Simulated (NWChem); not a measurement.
Program: NWChem. System: F₄Si, charge 1, spin multiplicity 2, at the geometry of a parent with another charge or spin, in a state set for the comparison that need not be this species' ground state. Its SCF solution wasn't tested for a lower state.

Job file:

```
start mol
memory heap 200 mb stack 900 mb global 1100 mb
charge 1
geometry units angstroms nocenter noautoz noautosym
  F      0.000000    -1.295074    -0.915783
  Si     0.000000     0.000000     0.000000
  F      0.000000     1.295074    -0.915783
  F      1.295074     0.000000     0.915783
  F     -1.295074     0.000000     0.915783
end
basis spherical
  * library def2-tzvp
end
scf
  uhf
  nopen 1
  maxiter 100
  thresh 1e-7
  semidirect memsize 60000000 filesize 0
  # guess.movecs holds the orbitals of an unrestricted PBE0 run
  vectors input guess.movecs output mol.movecs
end
mp2
  freeze core 9
end
task mp2 energy
```

The output up to the point where the run's verdict is printed (cleaned and shortened):

```
             Northwest Computational Chemistry Package (NWChem) 7.3.0
             --------------------------------------------------------

                                NWChem Input Module
                                -------------------

 Scaling coordinates for geometry "geometry" by  1.889725989
 (inverse scale =  0.529177249)

                             Geometry "geometry" -> ""
                             -------------------------

 Output coordinates in angstroms (scale by  1.889725989 to convert to a.u.)

  No.       Tag          Charge          X              Y              Z
 ---- ---------------- ---------- -------------- -------------- --------------
    1 F                    9.0000     0.00000000    -1.29507400    -0.91578300
    2 Si                  14.0000     0.00000000     0.00000000     0.00000000
    3 F                    9.0000     0.00000000     1.29507400    -0.91578300
    4 F                    9.0000     1.29507400     0.00000000     0.91578300
    5 F                    9.0000    -1.29507400     0.00000000     0.91578300

 Effective nuclear repulsion energy (a.u.)     267.4369271580

            Nuclear Dipole moment (a.u.)
            ----------------------------
        X                 Y               Z
 ---------------- ---------------- ----------------
     0.0000000000     0.0000000000     0.0000000000


 Summary of "ao basis" -> "" (spherical)
 ------------------------------------------------------------------------------
       Tag                 Description            Shells   Functions and Types
 ---------------- ------------------------------  ------  ---------------------
 *                         def2-tzvp                  on all atoms

 Summary of "ao basis" -> "ao basis" (spherical)
 ------------------------------------------------------------------------------
       Tag                 Description            Shells   Functions and Types
 ---------------- ------------------------------  ------  ---------------------
 F                         def2-tzvp                11       31   5s3p2d1f
 Si                        def2-tzvp                13       37   5s5p2d1f
[...]
                53     -686.6068300001  6.82D-04  9.25D-05    130.6
                54     -686.6068300297  4.07D-04  3.81D-05    132.2
                55     -686.6068300558  6.24D-04  8.57D-05    133.9
                56     -686.6068300805  3.81D-04  3.59D-05    135.6
                57     -686.6068300991  4.29D-04  6.18D-05    137.3
                58     -686.6068301119  2.92D-04  3.56D-05    139.0
                59     -686.6068301197  2.74D-04  3.54D-05    140.6
                60     -686.6068301273  2.60D-04  3.46D-05    142.3
                61     -686.6068301336  2.09D-04  2.49D-05    144.0
                62     -686.6068301381  2.03D-04  2.66D-05    145.9
                63     -686.6068301424  1.73D-04  2.00D-05    147.6
                64     -686.6068301452  1.57D-04  2.14D-05    149.2
                65     -686.6068301472  1.21D-04  1.38D-05    150.9
                66     -686.6068301486  1.05D-04  1.42D-05    152.5
                67     -686.6068301498  9.34D-05  1.24D-05    154.2
                68     -686.6068301508  9.20D-05  1.22D-05    155.9
                69     -686.6068301517  7.59D-05  8.14D-06    157.7
                70     -686.6068301526  7.09D-05  9.43D-06    159.4
                71     -686.6068301531  4.97D-05  8.14D-06    161.1
                72     -686.6068301534  5.36D-05  7.39D-06    162.7
                73     -686.6068301538  4.88D-05  7.01D-06    164.3
                74     -686.6068301541  4.85D-05  5.92D-06    165.9
                75     -686.6068301545  4.39D-05  4.93D-06    167.5
                76     -686.6068301549  4.56D-05  6.84D-06    169.0
                77     -686.6068301553  7.23D-05  8.17D-06    170.5
                78     -686.6068301561  7.97D-05  9.41D-06    172.0
                79     -686.6068301576  1.32D-04  1.61D-05    173.6
                80     -686.6068301599  1.31D-04  1.85D-05    175.9
                81     -686.6068301632  1.93D-04  2.65D-05    177.4
                82     -686.6068301687  1.99D-04  2.33D-05    178.9
                83     -686.6068301769  3.25D-04  4.45D-05    180.4
                84     -686.6068301919  3.62D-04  4.38D-05    182.0
                85     -686.6068302190  5.63D-04  7.88D-05    183.6
                86     -686.6068302542  5.57D-04  8.43D-05    185.2
                87     -686.6068303012  5.63D-04  7.24D-05    186.8
                88     -686.6068303328  3.49D-04  4.37D-05    188.3
                89     -686.6068303472  3.46D-04  3.82D-05    189.9
                90     -686.6068303586  2.71D-04  3.51D-05    191.4
                91     -686.6068303674  2.39D-04  2.35D-05    192.9
                92     -686.6068303738  2.22D-04  2.68D-05    194.5
                93     -686.6068303785  1.63D-04  1.31D-05    196.0
                94     -686.6068303818  1.48D-04  1.88D-05    197.5
                95     -686.6068303839  1.02D-04  8.60D-06    199.1
                96     -686.6068303849  8.12D-05  1.05D-05    200.6
                97     -686.6068303855  6.38D-05  9.24D-06    202.2
                98     -686.6068303859  4.80D-05  6.94D-06    203.7
                99     -686.6068303862  3.92D-05  4.90D-06    205.2
               100     -686.6068303863  3.58D-05  4.83D-06    206.7
               101     -686.6068303864  2.67D-05  3.10D-06    208.2
               102     -686.6068303866  2.78D-05  4.02D-06    209.8
               103     -686.6068303866  1.84D-05  2.34D-06    211.3
               104     -686.6068303867  2.04D-05  2.66D-06    212.8
               105     -686.6068303867  1.65D-05  2.37D-06    214.3
               106     -686.6068303868  1.60D-05  2.00D-06    215.9
               107     -686.6068303868  1.72D-05  2.21D-06    217.4
               108     -686.6068303868  2.50D-05  4.10D-06    219.7
               109     -686.6068303870  3.12D-05  4.30D-06    222.1
               110     -686.6068303872  4.22D-05  6.99D-06    224.4
```

The run did not converge; its last values are not results. The next line reads: Calculation failed to converge. NWChem stopped with the message: mp2 energy failed.
